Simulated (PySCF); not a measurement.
Gas-phase reaction: 2 AlCl2F + AlF2 ⇌ 2 AlClF2 + AlCl2

Method: PySCF energies plus ideal-gas RRHO corrections (1 bar). The comparison is the NASA 1993 polynomial table, which mixes measured and estimated data. After a fit of one offset per element over all species, the range-separated, M06-2X, PBE0/def2-QZVP and CCSD(T)/def2-TZVPP enthalpies, where run, lie to one side of the table for AlF2 (+60 kJ/mol), AlCl2 (+44 kJ/mol): a fault of the table's entry, another state or a shared error of the levels is possible; this was not checked at source. † marks an energy on the PBE0/def2-TZVP geometry and frequencies; other levels use their own. MP2 and CCSD(T) freeze the core. 6-31G* has spherical d functions here. Open shells (unrestricted): AlF2 (multiplicity 2), AlCl2 (multiplicity 2); the rest are closed-shell singlets. B3LYP is the form with VWN-RPA correlation. MP2 isn't extrapolated to the basis-set limit. CCSD(T) isn't extrapolated to the basis-set limit. The table's entry may be an old estimate for AlCl2F, AlF2, AlClF2, AlCl2 (not checked at source).

```tsv
level	ΔH°(298 K), kJ
table	-2.5
B3LYP/6-31G*	-10.4
B3LYP/def2-TZVP†	…
BLYP/def2-TZVP†	-3.7
CCSD(T)/def2-SVP†	…
CCSD(T)/def2-TZVPP†	-3.9
HF/6-31G*	-11.4
M06-2X/def2-TZVP†	-5.3
MP2/def2-SVP†	…
PBE0/def2-QZVP†	-3.8
r2SCAN/def2-TZVP†	-3.1
ωB97X-V/def2-TZVP†	…
```

Fill in the missing entries.


- B3LYP/def2-TZVP†, ΔH°(298 K), kJ: -4.0
- CCSD(T)/def2-SVP†, ΔH°(298 K), kJ: -5.1
- MP2/def2-SVP†, ΔH°(298 K), kJ: -2.3
- ωB97X-V/def2-TZVP†, ΔH°(298 K), kJ: -0.3
